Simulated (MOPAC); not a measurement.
MOPAC input (MNDO):

```
MNDO 1SCF CHARGE=1 GEO-OK AUX(PRECISION=9) THREADS=1
C2H3O

C    -0.00606224 1   -0.08532816 1   -1.27779952 1
C    -0.01196846 1    0.00039183 1   -0.00961282 1
H     0.06598111 1    0.81576917 1   -1.88655018 1
H    -0.09649583 1   -1.05817381 1   -1.76064226 1
O     0.10755480 1    0.07163896 1    1.20502751 1
H    -0.72173954 1    0.17891092 1    1.73144643 1
```

What heat of formation does the run end on, and which ionisation energy by Koopmans theorem?

192.06 kcal/mol; 17.48 eV.
